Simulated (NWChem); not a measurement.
Program: NWChem. System: ethylamine (C2H7N), charge 0, spin multiplicity 1, at a geometry optimised with B3LYP/def2-SVP. Level: BHandHLYP/cc-pVDZ.

Job file:

```
start mol
memory heap 200 mb stack 900 mb global 1100 mb
geometry units angstroms nocenter noautoz noautosym
  C      1.189862     0.447027     0.011303
  C      0.040783    -0.549750    -0.100392
  N     -1.248409     0.128983     0.001725
  H      2.164973    -0.050799    -0.112107
  H      1.094044     1.233078    -0.753937
  H      1.192235     0.940224     0.998944
  H      0.190738    -1.357536     0.650916
  H      0.085684    -1.044018    -1.086936
  H     -2.013018    -0.537410    -0.109208
  H     -1.359664     0.529916     0.934784
end
basis spherical
  * library cc-pvdz
end
dft
  xc bhlyp
  semidirect memsize 60000000 filesize 0
  iterations 100
end
task dft energy
```

NWChem printed:

```
             Northwest Computational Chemistry Package (NWChem) 7.3.0
             --------------------------------------------------------

                                NWChem Input Module
                                -------------------

 Scaling coordinates for geometry "geometry" by  1.889725989
 (inverse scale =  0.529177249)

                             Geometry "geometry" -> ""
                             -------------------------

 Output coordinates in angstroms (scale by  1.889725989 to convert to a.u.)

  No.       Tag          Charge          X              Y              Z
 ---- ---------------- ---------- -------------- -------------- --------------
    1 C                    6.0000     1.18986200     0.44702700     0.01130300
    2 C                    6.0000     0.04078300    -0.54975000    -0.10039200
    3 N                    7.0000    -1.24840900     0.12898300     0.00172500
    4 H                    1.0000     2.16497300    -0.05079900    -0.11210700
    5 H                    1.0000     1.09404400     1.23307800    -0.75393700
    6 H                    1.0000     1.19223500     0.94022400     0.99894400
    7 H                    1.0000     0.19073800    -1.35753600     0.65091600
    8 H                    1.0000     0.08568400    -1.04401800    -1.08693600
    9 H                    1.0000    -2.01301800    -0.53741000    -0.10920800
   10 H                    1.0000    -1.35966400     0.52991600     0.93478400

 Effective nuclear repulsion energy (a.u.)      82.6529129475

            Nuclear Dipole moment (a.u.)
            ----------------------------
        X                 Y               Z
 ---------------- ---------------- ----------------
    -0.0000018897    -0.0000037795    -0.0000056692


 Summary of "ao basis" -> "" (spherical)
 ------------------------------------------------------------------------------
       Tag                 Description            Shells   Functions and Types
 ---------------- ------------------------------  ------  ---------------------
 *                          cc-pvdz                   on all atoms
[...]
 Vector   13  Occ=2.000000D+00  E=-2.946658D-01
              MO Center= -9.6D-01,  3.2D-02, -4.4D-02, r^2= 1.6D+00
   Bfn.  Coefficient  Atom+Function         Bfn.  Coefficient  Atom+Function
  ----- ------------  ---------------      ----- ------------  ---------------
    33      0.366061   3 N  py               34     -0.363117   3 N  pz
    36      0.310895   3 N  py               37     -0.293705   3 N  pz
    31      0.268701   3 N  s                58      0.219528   7 H  s
    59      0.166425   7 H  s                19     -0.127777   2 C  py
    30      0.120508   3 N  s                20      0.118720   2 C  pz

 Vector   14  Occ=0.000000D+00  E= 9.687713D-02
              MO Center= -3.9D-01, -2.7D-01,  3.5D-01, r^2= 6.0D+00
   Bfn.  Coefficient  Atom+Function         Bfn.  Coefficient  Atom+Function
  ----- ------------  ---------------      ----- ------------  ---------------
    17      1.065714   2 C  s                 3      0.880421   1 C  s
    31      0.775783   3 N  s                59     -0.675874   7 H  s
    69     -0.632262   9 H  s                74     -0.587961  10 H  s
    54     -0.517946   6 H  s                64     -0.510050   8 H  s
    44     -0.493666   4 H  s                22     -0.338718   2 C  py

 Vector   15  Occ=0.000000D+00  E= 1.358731D-01
              MO Center=  3.8D-02,  1.0D-01, -1.8D-03, r^2= 7.3D+00
   Bfn.  Coefficient  Atom+Function         Bfn.  Coefficient  Atom+Function
  ----- ------------  ---------------      ----- ------------  ---------------
     3      1.611726   1 C  s                31     -0.860613   3 N  s
    69      0.827566   9 H  s                44     -0.777921   4 H  s
    49     -0.753534   5 H  s                54     -0.665916   6 H  s
    74      0.512364  10 H  s                64     -0.417021   8 H  s
     7      0.242956   1 C  px               17      0.240956   2 C  s

 Vector   16  Occ=0.000000D+00  E= 1.423909D-01
              MO Center= -1.7D-01, -9.8D-02,  9.1D-02, r^2= 6.3D+00
   Bfn.  Coefficient  Atom+Function         Bfn.  Coefficient  Atom+Function
  ----- ------------  ---------------      ----- ------------  ---------------
    64      1.306424   8 H  s                54     -1.058526   6 H  s
    17     -0.980634   2 C  s                74     -0.935379  10 H  s
     3      0.578371   1 C  s                69      0.526732   9 H  s
    23      0.461261   2 C  pz                9      0.400363   1 C  pz
    44      0.324171   4 H  s                37      0.289757   3 N  pz

 center of mass
 --------------
 x =  -0.05654451 y =   0.01194010 z =  -0.02174037

 moments of inertia (a.u.)
 ------------------
          58.671992304210         -22.351195062366           2.989453496325
         -22.351195062366         201.282880579430          -5.557212134421
           2.989453496325          -5.557212134421         229.828326481841

     Multipole analysis of the density
     ---------------------------------

     L   x y z        total         alpha         beta         nuclear
     -   - - -        -----         -----         ----         -------
     0   0 0 0     -0.000000    -13.000000    -13.000000     26.000000

     1   1 0 0     -0.056715     -0.028357     -0.028357     -0.000002
     1   0 1 0     -0.342942     -0.171469     -0.171469     -0.000004
     1   0 0 1      0.347541      0.173773      0.173773     -0.000006

     2   2 0 0    -14.543405    -65.595038    -65.595038    116.646670
     2   1 1 0      1.037565     -7.163765     -7.163765     15.365094
     2   1 0 1     -1.140495      0.957547      0.957547     -3.055589
     2   0 2 0    -15.655615    -23.966137    -23.966137     32.276660
     2   0 1 1      0.888806     -1.668712     -1.668712      4.226230
     2   0 0 2    -14.963857    -14.857972    -14.857972     14.752087

 Task  times  cpu:        2.9s     wall:        2.9s

 Total times  cpu:        3.0s     wall:        3.0s
```
